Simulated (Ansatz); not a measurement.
# CH₄BF (SMILES BCF): one structure at several levels

Aim: energy, forces and dipole at a structure displaced at random from a GFN2-xTB minimum, from CCSD(T) and from density functionals.

Method: single points in def2-TZVPP; program: Ansatz 0.2.0, Gaussian basis.

Cores are frozen in the correlated methods. B3LYP uses VWN-RPA correlation.

## Step 1: Where the work starts

SMILES `BCF`, 7 atoms, charge 0, spin multiplicity 1.

Atoms are counted from 1 here; the program's logs count them from 0.

Bond lengths: B1–C2 1.581 Å, B1–H4 1.154 Å, B1–H5 1.187 Å, C2–F3 1.393 Å, C2–H6 1.111 Å, C2–H7 1.111 Å. Angles: C2–B1–H4 120.8°, C2–B1–H5 115.6°, H4–B1–H5 123.0°, B1–C2–F3 115.8°, B1–C2–H6 109.7°, B1–C2–H7 114.8°, F3–C2–H6 103.1°, F3–C2–H7 106.7°, H6–C2–H7 105.7°.

Coordinates:

```mol
CH4BF
  3D, bonds by distance, orders not assigned

  7  6  0  0  0  0  0  0  0  0999 V2000
   -0.7919    0.1436   -0.5027 B   0  0
    0.5418   -0.0491    0.3234 C   0  0
    0.7146   -1.3001    0.9112 F   0  0
   -1.5041   -0.7449   -0.6912 H   0  0
   -0.9196    1.1977   -1.0329 H   0  0
    0.5463    0.6403    1.1946 H   0  0
    1.4746    0.1713   -0.2392 H   0  0
  1  2  8  0
  1  4  8  0
  1  5  8  0
  2  3  8  0
  2  6  8  0
  2  7  8  0
M  END
```

## Step 2: CCSD(T)/def2-TZVPP

File run/in.yaml:

```yaml
crystal:
  periodic: [false, false, false]
  atoms:
    - {symbol: B, position_ang: [-0.791900, 0.143600, -0.502700]}
    - {symbol: C, position_ang: [0.541800, -0.049100, 0.323400]}
    - {symbol: F, position_ang: [0.714600, -1.300100, 0.911200]}
    - {symbol: H, position_ang: [-1.504100, -0.744900, -0.691200]}
    - {symbol: H, position_ang: [-0.919600, 1.197700, -1.032900]}
    - {symbol: H, position_ang: [0.546300, 0.640300, 1.194600]}
    - {symbol: H, position_ang: [1.474600, 0.171300, -0.239200]}
basis:
  gaussian: {orbitals: def2-TZVPP}
correlation: {method: ccsd_t}
output: {forces: true}
```

No record of the launch command was kept for these runs.

## Step 3: PBE0-D4/def2-TZVPP

Changes to run/in.yaml since step 2:

```diff
@@ -12,3 +12,3 @@
   gaussian: {orbitals: def2-TZVPP}
-correlation: {method: ccsd_t}
-output: {forces: true}
+hamiltonian: {xc: pbe0, dispersion: d4}
+output: {forces: true, orbitals: {seedname: orbitals}}
```

## Step 4: wB97M-V/def2-TZVPP

Changes to run/in.yaml since step 3:

```diff
@@ -12,3 +12,3 @@
   gaussian: {orbitals: def2-TZVPP}
-hamiltonian: {xc: pbe0, dispersion: d4}
-output: {forces: true, orbitals: {seedname: orbitals}}
+hamiltonian: {xc: {name: wB97M-V}}
+output: {forces: true}
```

## Step 5: r2SCAN-D4/def2-TZVPP

Changes to run/in.yaml since step 4:

```diff
@@ -12,3 +12,3 @@
   gaussian: {orbitals: def2-TZVPP}
-hamiltonian: {xc: {name: wB97M-V}}
+hamiltonian: {xc: r2scan, dispersion: d4}
 output: {forces: true}
```

## Step 6: PBE-D4/def2-TZVPP

Changes to run/in.yaml since step 5:

```diff
@@ -12,3 +12,3 @@
   gaussian: {orbitals: def2-TZVPP}
-hamiltonian: {xc: r2scan, dispersion: d4}
+hamiltonian: {xc: pbe, dispersion: d4}
 output: {forces: true}
```

## Step 7: B3LYP-D4/def2-TZVPP

Changes to run/in.yaml since step 6:

```diff
@@ -12,3 +12,3 @@
   gaussian: {orbitals: def2-TZVPP}
-hamiltonian: {xc: pbe, dispersion: d4}
+hamiltonian: {xc: {name: B3LYP}, dispersion: d4}
 output: {forces: true}
```

## Step 8: CAM-B3LYP-D4/def2-TZVPP

Changes to run/in.yaml since step 7:

```diff
@@ -12,3 +12,3 @@
   gaussian: {orbitals: def2-TZVPP}
-hamiltonian: {xc: {name: B3LYP}, dispersion: d4}
+hamiltonian: {xc: {name: CAM-B3LYP}, dispersion: d4}
 output: {forces: true}
```

(Steps that only read results are left out.)

What does the calculation give? Wanted: energy less free atoms, CCSD(T)/def2-TZVPP; RMS force component; RMS force error; HOMO and LUMO, PBE0-D4; T1 diagnostic.

The runs gave:

| quantity | value |
| --- | --- |
| energy less free atoms, CCSD(T)/def2-TZVPP | -24.963 eV |
| RMS force component | 0.499 to 0.561 eV/Å over the methods |
| RMS force error | PBE0-D4 0.139, wB97M-V 0.086, r2SCAN-D4 0.149, PBE-D4 0.246, B3LYP-D4 0.111, CAM-B3LYP-D4 0.103 eV/Å |
| HOMO and LUMO, PBE0-D4 | -8.98 and -1.80 eV |
| T1 diagnostic | 0.011 |

Against CCSD(T) the functionals' energies less atoms differ by -1.129 to -0.713 eV, PBE-D4 by -1.129 eV. CCSD(T) in triple zeta still lacks some correlation energy of the bonds, so part of these gaps is its own basis error and they don't rank the functionals. On forces the order runs from wB97M-V to PBE-D4. Frozen-core CCSD(T) forces in triple zeta carry basis errors of their own, and this is one geometry, so small gaps rank nothing.
